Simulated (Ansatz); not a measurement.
**Relaxing a trial structure of CH3FS2**

The starting geometry of this gas-phase singlet was optimised with GFN2-xTB; its bonds are those of `FC(S)S`.

```xyz
7

C    -0.0041   -1.6470    2.0050
F    -0.2974   -2.5475    2.9546
S    -0.9756   -0.1185    2.3529
S    -0.3628   -2.4068    0.3635
H     1.0632   -1.4137    2.0641
H    -0.3090    0.6268    1.4729
H     0.3262   -1.4979   -0.3235
```

Predict what it relaxes into with B3LYP/6-31G*.

It keeps its bonds, and is `FC(S)S`.

The energy falls by 0.18 eV over 22 steps:

```csv
step,E − E(last) (eV)
1,0.182
3,0.139
6,0.137
8,0.137
10,0.135
13,0.127
15,0.064
17,0.019
20,0.000
22,0.000
```

Final geometry (Å):

```
atom    x (Å)    y (Å)    z (Å)
   C   0.0230  -1.4771   1.8774
   F  -0.1460  -2.5765   2.6841
   S  -1.0459  -0.1659   2.6000
   S  -0.4705  -1.8339   0.1543
   H   1.0751  -1.1862   1.9155
   H  -0.6058   0.8278   1.7989
   H   0.6106  -2.5928  -0.1406
```

The end wasn't checked by frequencies. Run with Ansatz 0.2.0, 54 s on 1 thread of Arm Neoverse V1, on a shared host.
